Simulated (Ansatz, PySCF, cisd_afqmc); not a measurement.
System: CHO, charge 0, doublet. CHO (SMILES [CH]=O, doublet).
B3LYP-D3(BJ)/def2-TZVP minimum from Ansatz (an electronic-structure program):
```
C
O 1 1.1718
H 1 1.1249 2 124.43
```
Charge 0, spin multiplicity 2.

Atomisation energy term by term, kcal/mol (programs: Ansatz, cisd_afqmc). Radicals and triplets start from unrestricted determinants; spin-orbit coupling is neglected. Cores are frozen in correlated methods. Rows without X2C or -DK are non-relativistic. The Monte Carlo rows (phaseless AFQMC, CISD trial, step 0.005/hartree) carry one-sigma bars that omit the constraint's bias. Outlying blocks are dropped, and bars are widened where a walk drifts. Over all cases where full CI ran beside it in this data, AFQMC minus full CI had a median of +0.1 mEh and passed +0.4 mEh in a tenth of the cases. CBS(X,Y): correlation extrapolated as X^-3, Hartree-Fock from the larger set (Q,5: extrapolated as (X+1)exp(-9√X)). A bracket is a step between two methods taken in the basis named. 'core' is core correlation in cc-pwCVTZ, 'X2C' scalar relativity in cc-pVTZ-DK, both at CCSD(T). Where a partner has so few electrons that a lower coupled-cluster level is exact, that level stands in.

```csv
term,basis,kcal/mol
Hartree-Fock,"CBS(cc-pVQZ,cc-pV5Z)",182.91
CCSD correlation,"CBS(cc-pVQZ,cc-pV5Z)",86.79
(T),"CBS(cc-pVQZ,cc-pV5Z)",8.21
CCSDT(Q) - CCSD(T),cc-pVTZ,0.40
CCSDTQ - CCSDT(Q),cc-pVDZ,-0.12
core correlation,cc-pwCVTZ,1.18
scalar relativity,"X2C, cc-pVTZ-DK",-0.27
minus zero-point energy,Hessian by PySCF at B3LYP-D3(BJ)/def2-TZVP,-8.13
sum: D0,,271.0
```

The step beyond CCSD(T) by other levels: CCSDTQ in cc-pVDZ 0.67; AFQMC/CISD in cc-pVDZ 0.29 ± 0.14; CCSDT(Q) in cc-pVDZ 0.80; AFQMC/CISD in cc-pVTZ 0.24 ± 0.20 kcal/mol.
